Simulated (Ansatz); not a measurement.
A calculation with Ansatz (development build ahead of 0.2.0).

```yaml
crystal:
  periodic: [false, false, false]
  atoms:
    - { symbol: C, position_ang: [0.0, 0.0, -0.48504] }
    - { symbol: O, position_ang: [0.0, 0.0, 0.48504] }
basis:
  gaussian: { orbitals: cc-pVTZ }
magnetization:
  spin_polarized: true
hamiltonian:
  xc: hf
correlation:
  method: ccsd_t
  frozen_orbitals: { C: 1, O: 1 }
```

The input is written out in the form of the current development build from the run's settings.

Results

```yaml
Converged: yes
Reference_energy: -112.71429 hartree
Correlation_energy: -0.35232 hartree
Total_energy: -113.06661 hartree
```
